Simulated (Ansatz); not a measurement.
# A basis-limit estimate, worked out

An elementary step of BSiH7O, closed shell (BSiH₅ ([BH2][SiH3]) + H₂O → BH₃O ([BH2][OH]) + SiH₄; bonds formed: Si2–H5; dative contacts that become bonds: B1–O6; bonds broken: B1–Si2, H5–O6). “Start” is the structure reached by relaxing down from the saddle towards the reactants; PBE0-D4/def2-TZVP structures. The saddle:

B1  (-0.816, 0.379, -0.329)
Si2  (0.604, -1.019, 0.512)
H3  (-0.916, -0.011, -1.459)
H4  (-1.740, 0.244, 0.421)
H5  (0.417, 0.828, 0.135)
O6  (-0.201, 1.835, -0.225)
H7  (1.901, -1.226, -0.193)
H8  (0.881, -0.923, 1.971)
H9  (-0.270, -2.193, 0.257)
H10  (0.139, 2.086, -1.091)
(Å)

Ansatz 0.2.0; basis: def2-TZVPP and def2-QZVPP; cores frozen in the correlated methods.

Energies in eV:

| quantity | saddle | start |
| --- | --- | --- |
| Hartree–Fock, triple zeta (X = 3) | -10680.84100 | -10682.47888 |
| Hartree–Fock, quadruple zeta (X = 4) | -10681.22735 | -10682.85963 |
| MP2 correlation, X = 3 | -14.53625 | -13.96244 |
| MP2 correlation, X = 4 | -15.54419 | -14.96291 |
| CCSD(T) correlation, X = 3 | -16.17645 | -15.67561 |

Q: Work out the barrier at the basis limit: extrapolate Hartree–Fock as E(X) = E∞ + A exp(−7.88 √X) and the MP2 correlation as E(X) = E∞ + B X^−2.97 (the exponents that Neese and Valeev fitted for def2-TZVPP and QZVPP), then add CCSD(T) − MP2 in triple zeta.

A: Each step is linear, so take the differences first (saddle − start): Hartree–Fock 1.63788 (X = 3) and 1.63228 (X = 4); MP2 correlation -0.57381 and -0.58128; CCSD(T) correlation -0.50084.
Two points give E∞ = E(4) + w [E(4) − E(3)], with w = 1/(exp(7.88 (2 − √3)) − 1) = 0.1377 for Hartree–Fock and w = 1/((4/3)^2.97 − 1) = 0.7407 for the correlation.
Hartree–Fock: 1.63228 + 0.1377 × (-0.00560) = 1.6315 eV.
MP2 correlation: -0.58128 + 0.7407 × (-0.00747) = -0.5868 eV.
CCSD(T) − MP2: -0.50084 − (-0.57381) = 0.0730 eV.
Sum: 1.6315 + (-0.5868) + 0.0730 = 1.1177 eV, or 25.77 kcal/mol. Plain CCSD(T) in triple zeta gives 1.1370 eV, so the larger basis shifts the result by -0.0193 eV.

No T1 diagnostic of these runs exceeds 0.013.

Labels in which every atom is bracketed show which atoms are joined, not bond orders.

For scale, one of the runs: CCSD(T)/def2-TZVPP, 202 basis functions (an equivalent command: `ansatz run in.yaml --threads 2`). Hardware: 2 CPU threads, shared host. Wall time 39 s; peak host memory 2.7 GiB.
